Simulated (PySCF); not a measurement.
3-methylbut-1-yne, C5H8.
Atom-mapped SMILES: `[CH:1]#[C:2][CH:3]([CH3:4])[CH3:5]` (hydrogens: H6 on C1; H7 on C3; H8, H9, H10 on C4; H11, H12, H13 on C5)

Method: PBE0-D3(BJ)/def2-TZVP geometry optimisation, gas phase in PySCF 2.14.0.

Q: What internal coordinates does the optimisation give?

A: 
```tsv
bond	length (pm)	order
C1≡C2	120.1	triple
C2–C3	145.8	single
C3–C4, C3–C5	152.8	single
C1–H6	106.4	single
C3–H7	109.7	single
C4–H8 and 5 like bonds	109.2	single
```

Bonds in one row agree within 1 pm and their mean is given. Orders are formal, as drawn. A selection of angles:
```tsv
angle	degrees
C2–C1–H6	179.5
C1–C2–C3	178.8
C2–C3–C4	110.8
C2–C3–H7	107.2
C4–C3–C5	111.5
C4–C3–H7	108.1
C3–C4–H8	111.2
C3–C4–H9	110.4
H8–C4–H9	108.1
H8–C4–H10	108.6
```

The 4 C–C bonds span 1.201 Å (C1≡C2, drawn triple) to 1.528 Å (C3–C5, drawn single), a spread of 0.327 Å.

Point group: Cs (tolerance 0.08 Å). PBE0-D3(BJ)/def2-TZVP frequencies: not computed here.

The run took 30 s wall on an Arm Neoverse V2 with one thread, no GPU, shared host with 96 logical CPUs at a one-minute load of 31, and the process peaked at 0.83 GiB of memory. These figures are those of the optimisation.
